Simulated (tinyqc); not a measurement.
UHF in the sto-6g basis, for H2O+, spin multiplicity 2, step by step (part 1 of 2). Computed by tinyqc, a small Python program that keeps every step (integrals from PySCF). Settings: charge = 1, multiplicity = 2, basis = sto-6g, energy threshold = 1e-10, iteration cap = 56, orthogonalisation = symmetric, start = core, DIIS depth = 6, damping = 0.7, method = UHF. Command: `OMP_NUM_THREADS=1 python tinyqc.py 31903 31904 out.jsonl` (the two numbers bound the seeds that draw the settings). One thread of a shared host (Intel(R) Xeon(R) Processor @ 2.60GHz), about 0.2 s of CPU time with the checks. Later iterations appear only in the table of the cycle.

## One-electron integrals

Geometry (angstrom):
```
atom         x          y         z
O     0.000000   0.000000  0.000000
H     0.000000   0.934000  0.587000
H     0.000000  -0.934000  0.587000
```

Basis sto-6g: exponents (1/bohr^2) and contraction coefficients of normalised primitives:
```
element  l (shell)     exponent  coefficient
O            s (1)  1355.584234     0.009164
O            s (1)   248.544885     0.049361
O            s (1)    69.533902     0.168538
O            s (1)    23.886772     0.370563
O            s (1)     9.275933     0.416492
O            s (1)     3.820341     0.130334
O            s (2)    52.187762    -0.013253
O            s (2)    10.329320    -0.046992
O            s (2)     3.210345    -0.033785
O            s (2)     1.235135     0.250242
O            s (2)     0.536420     0.595117
O            s (2)     0.245881     0.240706
O            p (3)    52.187762     0.003760
O            p (3)    10.329320     0.037679
O            p (3)     3.210345     0.173897
O            p (3)     1.235135     0.418036
O            p (3)     0.536420     0.425860
O            p (3)     0.245881     0.101708
H            s (1)    35.523221     0.009164
H            s (1)     6.513144     0.049361
H            s (1)     1.822143     0.168538
H            s (1)     0.625955     0.370563
H            s (1)     0.243077     0.416492
H            s (1)     0.100112     0.130334
```

Overlap, kinetic and nuclear-attraction integrals over the contracted functions; the nuclear repulsion is the sum of Za Zb / Rab.

nuclear repulsion = 7.95847675 hartree

overlap S:
```
           1O 1s     1O 2s    1O 2px     1O 2py    1O 2pz     2H 1s      3H 1s
1O 1s   1.000000  0.231145  0.000000   0.000000  0.000000  0.039618   0.039618
1O 2s   0.231145  1.000000  0.000000   0.000000  0.000000  0.386550   0.386550
1O 2px  0.000000  0.000000  1.000000   0.000000  0.000000  0.000000   0.000000
1O 2py  0.000000  0.000000  0.000000   1.000000  0.000000  0.286928  -0.286928
1O 2pz  0.000000  0.000000  0.000000   0.000000  1.000000  0.180328   0.180328
2H 1s   0.039618  0.386550  0.000000   0.286928  0.180328  1.000000   0.147755
3H 1s   0.039618  0.386550  0.000000  -0.286928  0.180328  0.147755   1.000000
```

kinetic energy T (hartree):
```
            1O 1s      1O 2s    1O 2px     1O 2py    1O 2pz      2H 1s      3H 1s
1O 1s   29.327197  -0.896024  0.000000   0.000000  0.000000  -0.005875  -0.005875
1O 2s   -0.896024   0.842618  0.000000   0.000000  0.000000   0.068493   0.068493
1O 2px   0.000000   0.000000  2.531309   0.000000  0.000000   0.000000   0.000000
1O 2py   0.000000   0.000000  0.000000   2.531309  0.000000   0.155550  -0.155550
1O 2pz   0.000000   0.000000  0.000000   0.000000  2.531309   0.097760   0.097760
2H 1s   -0.005875   0.068493  0.000000   0.155550  0.097760   0.768522  -0.009733
3H 1s   -0.005875   0.068493  0.000000  -0.155550  0.097760  -0.009733   0.768522
```

nuclear attraction V (hartree):
```
             1O 1s      1O 2s     1O 2px      1O 2py     1O 2pz      2H 1s      3H 1s
1O 1s   -62.217714  -6.373042   0.000000    0.000000  -0.013160  -1.248405  -1.248405
1O 2s    -6.373042  -9.954531   0.000000    0.000000  -0.152173  -2.953540  -2.953540
1O 2px    0.000000   0.000000  -9.894337    0.000000   0.000000   0.000000   0.000000
1O 2py    0.000000   0.000000   0.000000  -10.022915   0.000000  -1.944143   1.944143
1O 2pz   -0.013160  -0.152173   0.000000    0.000000  -9.945123  -1.258813  -1.258813
2H 1s    -1.248405  -2.953540   0.000000   -1.944143  -1.258813  -5.281999  -0.883067
3H 1s    -1.248405  -2.953540   0.000000    1.944143  -1.258813  -0.883067  -5.281999
```

core Hamiltonian H = T + V (hartree):
```
             1O 1s      1O 2s     1O 2px     1O 2py     1O 2pz      2H 1s      3H 1s
1O 1s   -32.890517  -7.269066   0.000000   0.000000  -0.013160  -1.254280  -1.254280
1O 2s    -7.269066  -9.111912   0.000000   0.000000  -0.152173  -2.885047  -2.885047
1O 2px    0.000000   0.000000  -7.363028   0.000000   0.000000   0.000000   0.000000
1O 2py    0.000000   0.000000   0.000000  -7.491606   0.000000  -1.788593   1.788593
1O 2pz   -0.013160  -0.152173   0.000000   0.000000  -7.413815  -1.161053  -1.161053
2H 1s    -1.254280  -2.885047   0.000000  -1.788593  -1.161053  -4.513476  -0.892800
3H 1s    -1.254280  -2.885047   0.000000   1.788593  -1.161053  -0.892800  -4.513476
```

## Two-electron integrals

Functions are numbered as in S; the eight-fold symmetry (ij|kl) = (ji|kl) = (kl|ij) leaves the list below.

Two-electron integrals (ij|kl) in chemists' order, unique and non-zero (hartree):
```
(11|11) 4.787491    (21|11) 0.675884    (21|21) 0.121505    (22|11) 1.117379
(22|21) 0.249212    (22|22) 0.817383    (31|31) 0.025762    (32|31) 0.039145
(32|32) 0.180664    (33|11) 1.117381    (33|21) 0.249212    (33|22) 0.817382
(33|33) 0.880663    (41|41) 0.025762    (42|41) 0.039145    (42|42) 0.180664
(43|43) 0.047461    (44|11) 1.117381    (44|21) 0.249212    (44|22) 0.817382
(44|33) 0.785741    (44|44) 0.880663    (51|51) 0.025762    (52|51) 0.039145
(52|52) 0.180664    (53|53) 0.047461    (54|54) 0.047461    (55|11) 1.117381
(55|21) 0.249212    (55|22) 0.817382    (55|33) 0.785741    (55|44) 0.785741
(55|55) 0.880663    (61|11) 0.123356    (61|21) 0.021264    (61|22) 0.042689
(61|33) 0.042598    (61|41) 0.000883    (61|42) 0.001729    (61|44) 0.042794
(61|51) 0.000555    (61|52) 0.001087    (61|54) 0.000123    (61|55) 0.042675
(61|61) 0.003793    (62|11) 0.312090    (62|21) 0.070640    (62|22) 0.258076
(62|33) 0.253709    (62|41) 0.004804    (62|42) 0.036084    (62|44) 0.263100
(62|51) 0.003019    (62|52) 0.022678    (62|54) 0.005902    (62|55) 0.257418
(62|61) 0.012442    (62|62) 0.103238    (63|31) 0.007686    (63|32) 0.043801
(63|43) 0.007372    (63|53) 0.004633    (63|63) 0.014254    (64|11) 0.195771
(64|21) 0.044924    (64|22) 0.175014    (64|33) 0.167241    (64|41) 0.010327
(64|42) 0.066647    (64|44) 0.188132    (64|51) 0.001660    (64|52) 0.014358
(64|54) 0.008496    (64|55) 0.169669    (64|61) 0.008257    (64|62) 0.085098
(64|64) 0.083568    (65|11) 0.123038    (65|21) 0.028234    (65|22) 0.109993
(65|33) 0.105108    (65|41) 0.001660    (65|42) 0.014358    (65|44) 0.108971
(65|51) 0.008729    (65|52) 0.052825    (65|54) 0.009800    (65|55) 0.115900
(65|61) 0.005189    (65|62) 0.053483    (65|64) 0.043562    (65|65) 0.041632
(66|11) 0.469545    (66|21) 0.108256    (66|22) 0.453551    (66|33) 0.435883
(66|41) 0.009151    (66|42) 0.095146    (66|44) 0.473878    (66|51) 0.005751
(66|52) 0.059797    (66|54) 0.023879    (66|55) 0.450890    (66|61) 0.019238
(66|62) 0.234768    (66|64) 0.220625    (66|65) 0.138659    (66|66) 0.774999
(71|11) 0.123356    (71|21) 0.021264    (71|22) 0.042689    (71|33) 0.042598
(71|41) -0.000883   (71|42) -0.001729   (71|44) 0.042794    (71|51) 0.000555
(71|52) 0.001087    (71|54) -0.000123   (71|55) 0.042675    (71|61) 0.003728
(71|62) 0.011962    (71|64) 0.007268    (71|65) 0.004993    (71|66) 0.018269
(71|71) 0.003793    (72|11) 0.312090    (72|21) 0.070640    (72|22) 0.258076
(72|33) 0.253709    (72|41) -0.004804   (72|42) -0.036084   (72|44) 0.263100
(72|51) 0.003019    (72|52) 0.022678    (72|54) -0.005902   (72|55) 0.257418
(72|61) 0.011962    (72|62) 0.080203    (72|64) 0.046243    (72|65) 0.040297
(72|66) 0.145037    (72|71) 0.012442    (72|72) 0.103238    (73|31) 0.007686
(73|32) 0.043801    (73|43) -0.007372   (73|53) 0.004633    (73|63) 0.010606
(73|73) 0.014254    (74|11) -0.195771   (74|21) -0.044924   (74|22) -0.175014
(74|33) -0.167241   (74|41) 0.010327    (74|42) 0.066647    (74|44) -0.188132
(74|51) -0.001660   (74|52) -0.014358   (74|54) 0.008496    (74|55) -0.169669
(74|61) -0.007268   (74|62) -0.046243   (74|64) -0.016746   (74|65) -0.022776
(74|66) -0.076775   (74|71) -0.008257   (74|72) -0.085098   (74|74) 0.083568
(75|11) 0.123038    (75|21) 0.028234    (75|22) 0.109993    (75|33) 0.105108
(75|41) -0.001660   (75|42) -0.014358   (75|44) 0.108971    (75|51) 0.008729
(75|52) 0.052825    (75|54) -0.009800   (75|55) 0.115900    (75|61) 0.004993
(75|62) 0.040297    (75|64) 0.022776    (75|65) 0.030504    (75|66) 0.079111
(75|71) 0.005189    (75|72) 0.053483    (75|74) -0.043562   (75|75) 0.041632
(76|11) 0.089078    (76|21) 0.020342    (76|22) 0.079935    (76|33) 0.078308
(76|44) 0.080089    (76|51) 0.001406    (76|52) 0.012317    (76|55) 0.081408
(76|61) 0.003531    (76|62) 0.030855    (76|64) 0.022166    (76|65) 0.018003
(76|66) 0.071232    (76|71) 0.003531    (76|72) 0.030855    (76|74) -0.022166
(76|75) 0.018003    (76|76) 0.011403    (77|11) 0.469545    (77|21) 0.108256
(77|22) 0.453551    (77|33) 0.435883    (77|41) -0.009151   (77|42) -0.095146
(77|44) 0.473878    (77|51) 0.005751    (77|52) 0.059797    (77|54) -0.023879
(77|55) 0.450890    (77|61) 0.018269    (77|62) 0.145037    (77|64) 0.076775
(77|65) 0.079111    (77|66) 0.281705    (77|71) 0.019238    (77|72) 0.234768
(77|74) -0.220625   (77|75) 0.138659    (77|76) 0.071232    (77|77) 0.774999
```

## Orthogonalisation

S = U s U^T; symmetric (Loewdin) form X = U s^(-1/2) U^T, so that X^T S X = 1.

eigenvalues of S: 0.438484  0.513675  0.897936  1.000000  1.083277  1.338570  1.728058

X:
```
            1O 1s      1O 2s    1O 2px     1O 2py     1O 2pz      2H 1s      3H 1s
1O 1s    1.022365  -0.132842  0.000000   0.000000  -0.006024   0.017598   0.017598
1O 2s   -0.132842   1.158375  0.000000   0.000000   0.062832  -0.225059  -0.225059
1O 2px   0.000000   0.000000  1.000000   0.000000   0.000000   0.000000   0.000000
1O 2py   0.000000   0.000000  0.000000   1.082246   0.000000  -0.184677   0.184677
1O 2pz  -0.006024   0.062832  0.000000   0.000000   1.028710  -0.103191  -0.103191
2H 1s    0.017598  -0.225059  0.000000  -0.184677  -0.103191   1.127434  -0.049912
3H 1s    0.017598  -0.225059  0.000000   0.184677  -0.103191  -0.049912   1.127434
```

## Starting guess

The start is the orbitals of the core Hamiltonian; D(s) = C_occ C_occ^T for each spin.

D(alpha) at the start:
```
            1O 1s      1O 2s    1O 2px     1O 2py     1O 2pz      2H 1s      3H 1s
1O 1s    1.061860  -0.279279  0.000000   0.000000  -0.016864   0.035311   0.035311
1O 2s   -0.279279   1.255439  0.000000   0.000000   0.101125  -0.152349  -0.152349
1O 2px   0.000000   0.000000  1.000000   0.000000   0.000000   0.000000   0.000000
1O 2py   0.000000   0.000000  0.000000   1.143359   0.000000  -0.156874   0.156874
1O 2pz  -0.016864   0.101125  0.000000   0.000000   1.050177  -0.088018  -0.088018
2H 1s    0.035311  -0.152349  0.000000  -0.156874  -0.088018   0.045521   0.002473
3H 1s    0.035311  -0.152349  0.000000   0.156874  -0.088018   0.002473   0.045521
```

D(beta) at the start:
```
            1O 1s      1O 2s    1O 2px     1O 2py     1O 2pz      2H 1s      3H 1s
1O 1s    1.061860  -0.279279  0.000000   0.000000  -0.016864   0.035311   0.035311
1O 2s   -0.279279   1.255439  0.000000   0.000000   0.101125  -0.152349  -0.152349
1O 2px   0.000000   0.000000  0.000000   0.000000   0.000000   0.000000   0.000000
1O 2py   0.000000   0.000000  0.000000   1.143359   0.000000  -0.156874   0.156874
1O 2pz  -0.016864   0.101125  0.000000   0.000000   1.050177  -0.088018  -0.088018
2H 1s    0.035311  -0.152349  0.000000  -0.156874  -0.088018   0.045521   0.002473
3H 1s    0.035311  -0.152349  0.000000   0.156874  -0.088018   0.002473   0.045521
```

## Iteration 1: building the Fock matrix

J_ij = sum D_kl (ij|kl) with D = D(alpha) + D(beta), K_ij = sum D_kl (ik|jl) for each spin; F = H + J - K(s); E = tr D H + tr D J / 2 - 0.5 sum_s tr D(s) K(s) + E_nn.

Coulomb J (hartree):
```
            1O 1s      1O 2s    1O 2px     1O 2py     1O 2pz     2H 1s      3H 1s
1O 1s   17.645790   3.131485  0.000000   0.000000   0.003405  0.552209   0.552209
1O 2s    3.131485   8.034047  0.000000   0.000000  -0.001100  2.447969   2.447969
1O 2px   0.000000   0.000000  7.973775   0.000000   0.000000  0.000000   0.000000
1O 2py   0.000000   0.000000  0.000000   8.062521   0.000000  1.627672  -1.627672
1O 2pz   0.003405  -0.001100  0.000000   0.000000   8.065842  1.021710   1.021710
2H 1s    0.552209   2.447969  0.000000   1.627672   1.021710  4.112864   0.740461
3H 1s    0.552209   2.447969  0.000000  -1.627672   1.021710  0.740461   4.112864
```

exchange K(alpha) (hartree):
```
           1O 1s     1O 2s    1O 2px     1O 2py    1O 2pz     2H 1s      3H 1s
1O 1s   4.945017  0.797011  0.000000   0.000000  0.000565  0.150962   0.150962
1O 2s   0.797011  1.424829  0.000000   0.000000  0.001946  0.376409   0.376409
1O 2px  0.000000  0.000000  1.186561   0.000000  0.000000  0.000000   0.000000
1O 2py  0.000000  0.000000  0.000000   1.183848  0.000000  0.186598  -0.186598
1O 2pz  0.000565  0.001946  0.000000   0.000000  1.184911  0.116985   0.116985
2H 1s   0.150962  0.376409  0.000000   0.186598  0.116985  0.157831   0.084636
3H 1s   0.150962  0.376409  0.000000  -0.186598  0.116985  0.084636   0.157831
```

exchange K(beta) (hartree):
```
           1O 1s     1O 2s    1O 2px     1O 2py    1O 2pz     2H 1s      3H 1s
1O 1s   4.919255  0.757866  0.000000   0.000000  0.000565  0.143277   0.143277
1O 2s   0.757866  1.244165  0.000000   0.000000  0.001946  0.332609   0.332609
1O 2px  0.000000  0.000000  0.305898   0.000000  0.000000  0.000000   0.000000
1O 2py  0.000000  0.000000  0.000000   1.136387  0.000000  0.179226  -0.179226
1O 2pz  0.000565  0.001946  0.000000   0.000000  1.137450  0.112352   0.112352
2H 1s   0.143277  0.332609  0.000000   0.179226  0.112352  0.143577   0.074030
3H 1s   0.143277  0.332609  0.000000  -0.179226  0.112352  0.074030   0.143577
```

F(alpha) (hartree):
```
             1O 1s      1O 2s     1O 2px     1O 2py     1O 2pz      2H 1s      3H 1s
1O 1s   -20.189744  -4.934592   0.000000   0.000000  -0.010320  -0.853033  -0.853033
1O 2s    -4.934592  -2.502695   0.000000   0.000000  -0.155218  -0.813487  -0.813487
1O 2px    0.000000   0.000000  -0.575814   0.000000   0.000000   0.000000   0.000000
1O 2py    0.000000   0.000000   0.000000  -0.612932   0.000000  -0.347518   0.347518
1O 2pz   -0.010320  -0.155218   0.000000   0.000000  -0.532884  -0.256328  -0.256328
2H 1s    -0.853033  -0.813487   0.000000  -0.347518  -0.256328  -0.558443  -0.236975
3H 1s    -0.853033  -0.813487   0.000000   0.347518  -0.256328  -0.236975  -0.558443
```

F(beta) (hartree):
```
             1O 1s      1O 2s    1O 2px     1O 2py     1O 2pz      2H 1s      3H 1s
1O 1s   -20.163982  -4.895447  0.000000   0.000000  -0.010320  -0.845348  -0.845348
1O 2s    -4.895447  -2.322031  0.000000   0.000000  -0.155218  -0.769686  -0.769686
1O 2px    0.000000   0.000000  0.304849   0.000000   0.000000   0.000000   0.000000
1O 2py    0.000000   0.000000  0.000000  -0.565471   0.000000  -0.340146   0.340146
1O 2pz   -0.010320  -0.155218  0.000000   0.000000  -0.485423  -0.251695  -0.251695
2H 1s    -0.845348  -0.769686  0.000000  -0.340146  -0.251695  -0.544189  -0.226370
3H 1s    -0.845348  -0.769686  0.000000   0.340146  -0.251695  -0.226370  -0.544189
```

total energy of this density = -74.33169442 hartree

This density is the starting one.

## Iteration 1: diagonalisation and new density

Diagonalise F' = X^T F X, C = X C', fill 5 alpha and 4 beta electrons from the bottom; D(s) = C_occ C_occ^T; the new density keeps 0.7 of the old one (damping). Each column has its largest component positive (the first on a tie).

F' = X^T F X (alpha) (hartree):
```
            1          2          3          4          5          6          7
1  -19.861050  -2.482201   0.000000   0.000000  -0.012624  -0.122548  -0.122548
2   -2.482201  -1.540112   0.000000   0.000000  -0.064439  -0.329701  -0.329701
3    0.000000   0.000000  -0.575814   0.000000   0.000000   0.000000   0.000000
4    0.000000   0.000000   0.000000  -0.462000   0.000000  -0.274104   0.274104
5   -0.012624  -0.064439   0.000000   0.000000  -0.479859  -0.166669  -0.166669
6   -0.122548  -0.329701   0.000000  -0.274104  -0.166669  -0.241919  -0.056752
7   -0.122548  -0.329701   0.000000   0.274104  -0.166669  -0.056752  -0.241919
```

orbital energies (alpha) (hartree): MO1 -20.194159, MO2 -1.410243, MO3 -0.735197, MO4 -0.575814, MO5 -0.544217, MO6 -0.031072, MO7 0.088030

coefficients C (alpha):
```
              MO1        MO2        MO3       MO4        MO5        MO6        MO7
1O 1s    0.996047  -0.237856   0.000000  0.000000   0.077285   0.094205   0.000000
1O 2s    0.017791   0.942155   0.000000  0.000000  -0.394205  -0.649123   0.000000
1O 2px   0.000000   0.000000   0.000000  1.000000   0.000000   0.000000   0.000000
1O 2py   0.000000   0.000000   0.734170  0.000000   0.000000   0.000000   0.836935
1O 2pz   0.001862   0.164239   0.000000  0.000000   0.857489  -0.566798   0.000000
2H 1s   -0.003482   0.077207   0.328632  0.000000   0.221594   0.766197  -0.786879
3H 1s   -0.003482   0.077207  -0.328632  0.000000   0.221594   0.766197   0.786879
```

F' = X^T F X (beta) (hartree):
```
            1          2         3          4          5          6          7
1  -19.841408  -2.465811  0.000000   0.000000  -0.012281  -0.123473  -0.123473
2   -2.465811  -1.351597  0.000000   0.000000  -0.061331  -0.322753  -0.322753
3    0.000000   0.000000  0.304849   0.000000   0.000000   0.000000   0.000000
4    0.000000   0.000000  0.000000  -0.412056   0.000000  -0.274487   0.274487
5   -0.012281  -0.061331  0.000000   0.000000  -0.431504  -0.166776  -0.166776
6   -0.123473  -0.322753  0.000000  -0.274487  -0.166776  -0.239174  -0.055890
7   -0.123473  -0.322753  0.000000   0.274487  -0.166776  -0.055890  -0.239174
```

orbital energies (beta) (hartree): MO1 -20.167348, MO2 -1.255491, MO3 -0.702356, MO4 -0.490431, MO5 -0.006302, MO6 0.107016, MO7 0.304849

coefficients C (beta):
```
              MO1        MO2        MO3        MO4        MO5        MO6       MO7
1O 1s    0.996576  -0.228318   0.000000   0.088813   0.101747   0.000000  0.000000
1O 2s    0.015478   0.896794   0.000000  -0.443546  -0.680821   0.000000  0.000000
1O 2px   0.000000   0.000000   0.000000   0.000000   0.000000   0.000000  1.000000
1O 2py   0.000000   0.000000   0.710279   0.000000   0.000000   0.857305  0.000000
1O 2pz   0.001694   0.185351   0.000000   0.845640  -0.577978   0.000000  0.000000
2H 1s   -0.003052   0.116438   0.350690   0.221018   0.761393  -0.777299  0.000000
3H 1s   -0.003052   0.116438  -0.350690   0.221018   0.761393   0.777299  0.000000
```

D(alpha) after iteration 1:
```
            1O 1s      1O 2s    1O 2px     1O 2py     1O 2pz      2H 1s      3H 1s
1O 1s    1.059700  -0.266548  0.000000   0.000000  -0.003087   0.023305   0.023305
1O 2s   -0.266548   1.191818  0.000000   0.000000   0.015811  -0.111046  -0.111046
1O 2px   0.000000   0.000000  1.000000   0.000000   0.000000   0.000000   0.000000
1O 2py   0.000000   0.000000  0.000000   0.962053   0.000000  -0.037430   0.037430
1O 2pz  -0.003087   0.015811  0.000000   0.000000   0.963804  -0.000806  -0.000806
2H 1s    0.023305  -0.111046  0.000000  -0.037430  -0.000806   0.080787  -0.014145
3H 1s    0.023305  -0.111046  0.000000   0.037430  -0.000806  -0.014145   0.080787
```

D(beta) after iteration 1:
```
            1O 1s      1O 2s    1O 2px     1O 2py     1O 2pz      2H 1s      3H 1s
1O 1s    1.059256  -0.264112  0.000000   0.000000  -0.001463   0.021718   0.021718
1O 2s   -0.264112   1.179171  0.000000   0.000000   0.008138  -0.104742  -0.104742
1O 2px   0.000000   0.000000  0.000000   0.000000   0.000000   0.000000   0.000000
1O 2py   0.000000   0.000000  0.000000   0.951700   0.000000  -0.035085   0.035085
1O 2pz  -0.001463   0.008138  0.000000   0.000000   0.959964   0.000931   0.000931
2H 1s    0.021718  -0.104742  0.000000  -0.035085   0.000931   0.087484  -0.016439
3H 1s    0.021718  -0.104742  0.000000   0.035085   0.000931  -0.016439   0.087484
```
